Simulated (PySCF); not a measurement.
2-ethylthiirane, C₄H₈S, SMILES CC[C@H]1CS1, point group C1.

Force field and properties: B3LYP/pcSseg-1 (PySCF, grid level 2). Vibrational terms come from second-order perturbation theory with semi-diagonal cubic constants, by steps of ±0.6 along the normal coordinates of each isotopologue. The parent has the commonest isotopes.

Equilibrium geometry (Å):

```
atom        x        y        z
  C1  -1.4855   0.7744  -0.2037
  C2  -0.7349  -0.5402   0.0416
  C3   0.7062  -0.4730  -0.4183
  C4   1.7641   0.0622   0.4684
  S5   1.8979  -1.7484   0.1819
  H6  -1.4994   1.0357  -1.2687
  H7  -1.0228   1.6081   0.3378
  H8  -2.5259   0.6966   0.1311
  H9  -0.7566  -0.8002   1.1069
 H10  -1.2390  -1.3592  -0.4859
 H11   0.8302  -0.2623  -1.4814
 H12   2.5634   0.6619   0.0371
 H13   1.4847   0.3464   1.4823
```

Problem. Give the equilibrium and ground-state rotational constants (MHz) of parent; ²H at 11.

Solution. 
```tsv
species	Ae	Be	Ce	A0	B0	C0	Δ0 (u Å²)	harmonic ZPE (cm⁻¹)
parent	10632	2198.2	1978.8	10523	2183.3	1964.2	-22.210	24397
²H at 11	10114	2174.9	1978.2	10012	2160	1963.6	-27.070	23662
```

Δ0 = Ic − Ia − Ib from the ground-state constants.

Problem. How is the parent's vibrational correction B0 − Be made up?

Solution. 
```tsv
axis	harmonic	Coriolis	cubic	total (MHz)
a	16.5	-32.5	-92.5	-109
b	1.95	-1.21	-15.7	-14.9
c	1.07	-0.92	-14.7	-14.5
```

Problem. And its quartic centrifugal distortion constants from the harmonic force field?

Solution. Asymmetric top, A reduction, Ir representation: ΔJ = 0.338 kHz, ΔJK = 0.398 kHz, ΔK = 9.28 kHz, δJ = 0.0398 kHz, δK = 1.1 kHz.

A mode lies under 250 cm⁻¹, where this perturbation treatment is rough. Internal rotors are held in one well.
